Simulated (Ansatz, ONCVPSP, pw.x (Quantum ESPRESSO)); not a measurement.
# Equation-of-state test of one ONCV potential (boron (B))

```json
{"Element": "B", "Generator": "ONCVPSP 4.0.1", "Type": "optimised norm-conserving Vanderbilt (ONCV)", "Functional": "PBEsol", "Relativity": "scalar-relativistic", "Frozen core": "[He]", "Valence charge": "3", "Reference configuration": "2s2 2p1", "Partial waves": "2s: rc 1.65 bohr, ncon 5, nbas 8, qcut 4.1 1/bohr, local; 2p: rc 3.05 bohr, ncon 5, nbas 9, qcut 3.8 1/bohr, 2 projectors, debl 3.7 Ha; d scattering state at 0.44 Ha: rc 3.20 bohr, ncon 3, nbas 8, qcut 2.6 1/bohr, 2 projectors, debl 0.4 Ha", "Local potential": "the s channel", "Core correction": "Teter function, fcfact 4.5, rcfact 1.5"}
```

Crystal test: diamond B in pw.x 7.5, no spin, 11³ k-points, Fermi–Dirac smearing 0.01 Ry, cutoffs 115/460 Ry. The reference is all-electron LAPW (Ansatz 0.2.0) with the same functional, mesh and smearing; V0 and B0 come from Birch–Murnaghan fits to the pressures at five volumes. Errors are pseudo minus all-electron; Δ is the rms difference of the E(V) curves that follow from these fits, minima aligned, over ±6 % about the mean V0. Mesh and smearing are coarse, so the numbers serve the comparison and aren't converged zero-temperature values; the lattice is a test structure that the element need not adopt.

```csv
V (Å³/atom),P all-electron (GPa),P pseudo (GPa)
7.786,10.30,-34.00
7.991,4.90,-35.67
8.196,0.07,-37.13
8.401,-4.24,-38.40
8.606,-8.09,-39.51
```

All-electron: a0 = 4.033 Å (V0 = 8.20 Å³/atom), B0 = 182.1 GPa.

Pseudopotential: mean pressure error (GPa): -37.53. The pressure does not cross zero within the volumes sampled, so no fit is given. The largest radius (3.20 bohr) exceeds half the bond length (1.65 bohr), so the spheres overlap, which is one possible source of error among others. This is a poor potential for the solid.

Problem. At the middle volume, how do free energy and pressure move when the wave cutoff is lowered (ecutrho kept at four times it)?

Solution.

| cutoff (Ry) | shift of F (meV/atom) | shift of P (GPa) |
| --- | --- | --- |
| 52 | +20.6 | -0.17 |
| 69 | +16.9 | -0.09 |
| 92 | +6.2 | -0.40 |

The 8 pw.x runs together took about 58 s on one core of a shared server CPU.
